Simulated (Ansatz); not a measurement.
Working through a rigid torsion scan of C2H4N2S, SMILES NC(N)=C=S

With the Python package of Ansatz (0.2.0).

The cells in order, each with its output:

**Cell 1**
```python
import ansatz as az
from ase import Atoms

atoms = Atoms(["N", "C", "N", "C", "S", "H", "H", "H", "H"], positions=[
    (-1.2076, -0.2869, 0.4505),
    (-0.0069, 0.0139, -0.0287),
    (1.0383, -0.6435, 0.4705),
    (0.2432, 0.9147, -0.9748),
    (0.4085, 2.1197, -2.289),
    (-1.9896, 0.0301, -0.2216),
    (-1.3166, -1.2106, 0.7303),
    (0.9652, -0.8505, 1.4589),
    (1.9542, -0.1331, 0.3867),
])
```

**Cell 2**
```python
# relax first, so that the scan starts from a minimum
first = (
    az.Crystal.molecule_from_ase(atoms).calculation()
    .basis(gaussian="cc-pVDZ")
    .functional("b3lyp")
    .relax(force_tolerance=0.02, max_steps=80)
)
atoms.positions = first.run(threads=1).report["positions_ang"]
```

**Cell 3**
```python
start = atoms.get_dihedral(0, 1, 2, 7)
energies = {}
for turn in range(0, 360, 30):
    turned = atoms.copy()
    turned.set_dihedral(0, 1, 2, 7, start + turn, indices=[2, 7, 8])
    model = az.Crystal.molecule_from_ase(turned).calculation().basis(gaussian="cc-pVDZ").functional("b3lyp")
    energies[round((start + turn) % 360)] = model.run(threads=1).report["free_energy_ev"]
floor = min(energies.values())
print("dihedral N0-C1-N2-H7 (deg)   E - E(min) (eV)")
for angle, e in sorted(energies.items()):
    print(f"{angle:8d} {(e - floor):14.3f}  " + "#" * int(30 * (e - floor) / max(max(energies.values()) - floor, 1e-9)))
```
Output:
```text
dihedral N0-C1-N2-H7 (deg)   E - E(min) (eV)
      27          0.289  ##############################
      57          0.238  ########################
      87          0.177  ##################
     117          0.184  ###################
     147          0.213  ######################
     177          0.205  #####################
     207          0.207  #####################
     237          0.172  #################
     267          0.067  ######
     297          0.000
     327          0.082  ########
     357          0.234  ########################
```

The lowest point is at 297° and the highest at 27°, 0.289 eV (27.9 kJ/mol) above it, with the rest of the molecule held.

These settings explore the input space; basis and method may be short of convergence. The scan is rigid and the energies are electronic, in a modest basis. With rigid groups the curve can differ much from the relaxed path, the start wasn't checked as a minimum of this torsion, and equivalent turns needn't return to the same energy. b3lyp holds the VWN-RPA fit, as in Gaussian; the form of ORCA and Turbomole is b3lyp5. The whole script took 76 s on 1 thread of Arm Neoverse V1, on a shared host, peak memory 0.27 GiB.
